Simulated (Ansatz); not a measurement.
## B–AlH2, triplet: reading a ladder of total energies

Geometry: that of the B–AlH2, singlet, kept fixed.

```yaml
atoms:
  - { symbol: B, position_ang: [0.0000, 0.0000, 1.7315] }
  - { symbol: Al, position_ang: [0.0000, 0.0000, -0.5881] }
  - { symbol: H, position_ang: [0.0000, -1.3671, -1.4148] }
  - { symbol: H, position_ang: [0.0000, 1.3671, -1.4148] }
```

Basis 6-31G; Ansatz 0.2.0. Correlated methods freeze the noble-gas cores, which leaves 8 electrons in 20 orbitals. R marks a restricted (for open shells ROHF) determinant, U an unrestricted one.

Full CI is exact within this basis and frozen core; it isn't the basis-set limit. The frozen core follows each run's orbitals, which can shift R against U totals by a few meV.

Runs differ by some tens of microhartree through their thresholds and, for an open shell, their frozen cores, so steps under 0.1 kcal/mol mean nothing.

```csv
level,total energy (hartree)
UHF,-267.567705
UMP2,-267.625206
UCCSD,-267.653545
UCCSD(T),-267.655632
UCCSDT,-267.656852
UCCSDT(Q),-267.656979
full CI,-267.657034
```

Q: What is the correlation energy at full CI, and what share of it do UMP2 and UCCSD(T) recover?

A: E(corr) = -267.657034 − (-267.567705) = -0.089329 hartree = -2.431 eV. UMP2: -0.057501 / -0.089329 = 64.37 %. UCCSD(T): -0.087927 / -0.089329 = 98.43 %.

Q: By how many kcal/mol does UCCSD(T) miss full CI (1 hartree = 627.509 kcal/mol), and which steps make up the rest?

A: -267.655632 − (-267.657034) = 0.001402 hartree = 0.88 kcal/mol. Steps: UCCSDT − UCCSD(T) = -0.77, UCCSDT(Q) − UCCSDT = -0.08, full CI − UCCSDT(Q) = -0.03 kcal/mol. Differences between like states or geometries often cancel part of this.
